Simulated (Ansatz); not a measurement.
1T (CdI2-type) HfS2, treated with PBE-D3(BJ)+SOC in Ansatz (PAW).

Run with plane-wave cutoff 520 eV, 12×12×6 k mesh (along the axes of the cell as run), perturbation theory, PAW data made under PBE.

Computed at the level's own relaxed cell.

```
HfS2
1.0
    3.60309     0.00000     0.00000
   -1.80154     3.12037     0.00000
    0.00000     0.00000     5.76678
Hf S
1 2
Direct
  0.00000   0.00000   0.00000
  0.33333   0.66667   0.25256
  0.66667   0.33333   0.74744
```

Harmonic phonon frequencies (cm⁻¹; i marks an imaginary mode; at Γ without the LO shift):

```json
[
 {"q point": "Γ", "frequencies": "0 0 0 152 152 257 257 305 331"},
 {"q point": "M", "frequencies": "59 82 151 208 246 262 284 309 328"},
 {"q point": "K", "frequencies": "56 134 134 245 258 258 299 299 321"}
]
```

No imaginary mode appears at these points.

Ansatz is a first-principles code.
